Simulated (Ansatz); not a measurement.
in.yaml

```yaml
crystal:
  periodic: [false, false, false]
  atoms:
    - {symbol: Ge, position_ang: [0.001128, -0.048698, 1.220709]}
    - {symbol: As, position_ang: [0.000295, 0.047918, -1.210917]}
    - {symbol: H, position_ang: [-1.196298, 0.733213, 1.726681]}
    - {symbol: H, position_ang: [1.190039, 0.670397, 1.756484]}
    - {symbol: H, position_ang: [-0.096903, -1.455854, -1.447791]}
basis:
  gaussian: {orbitals: cc-pVDZ}
magnetization: {spin_polarized: true, initial_magnetization: 2}
correlation: {method: bccd, electrons: outside_noble_gas}
```

```sh
$ ansatz run in.yaml --threads 1 --pin off --events-out ev --progress --plain --max-ram 2393MiB
```

Task: Roughly how long does this take on 1 thread of Arm Neoverse V2, shared host, and how much host memory?

Result: 6.5 s wall and 0.19 GiB.

```
786 factors; integrals over basis functions are off by at most 1.3e-3 eV
mean field evaluation 1: about -117313.1378 eV, gradient 7.9e0 eV
mean field evaluation 2: about -117313.1406 eV, gradient 7.9e0 eV
mean field evaluation 4: about -117314.0977 eV, gradient 9.1e-1 eV
mean field evaluation 8: about -117314.1209 eV, gradient 6.9e-4 eV
mean field evaluation 16: about -117314.1155 eV, gradient 1.7e-1 eV
mean field evaluation 32: about -117311.6501 eV, gradient 2.3e-3 eV
mean field evaluation 64: about -117311.6500 eV, gradient 2.1e-2 eV
mean field -117314.12092425 eV, -4311.2144255992 hartree, gradient 6.6e-6 eV, S^2 2.018507; 1 other end points of the search recorded, 0 dependent functions left out
determinant -117314.12092425 eV, -4311.2144255992 hartree, with singles and doubles -117319.80852513 eV, -4311.4234410760 hartree
determinant -117311.65005203 eV, -4311.1236227198 hartree, with singles and doubles -117317.30320393 eV, -4311.3313722202 hartree
28 core orbitals not correlated: weight in the atoms' cores, before any rotation towards them, 0.999 or more for the frozen orbitals, at most 0.000 for the correlated occupied ones
reference -117314.12092425 eV, -4311.2144255992 hartree; 7, 5 occupied and 34, 36 virtual orbitals, 786 factors
second order -4.63218807 eV of doubles, -0.00000000 eV of singles
cycle   1  -5.68209448 eV  change    5.5e-3 eV  update   4.4e-3
cycle   2  -5.68140596 eV  change    6.9e-4 eV  update   1.3e-3
cycle   3  -5.68111175 eV  change    2.9e-4 eV  update   7.7e-4
cycle   4  -5.68120781 eV  change   -9.6e-5 eV  update   4.2e-4
cycle   5  -5.68132623 eV  change   -1.2e-4 eV  update   1.8e-4
cycle   6  -5.68129961 eV  change    2.7e-5 eV  update   7.7e-5
cycle   7  -5.68129774 eV  change    1.9e-6 eV  update   3.2e-5
cycle   8  -5.68129901 eV  change   -1.3e-6 eV  update   1.3e-5
Total energy: -117319.80222327 eV, -4311.4232094869 hartree
```
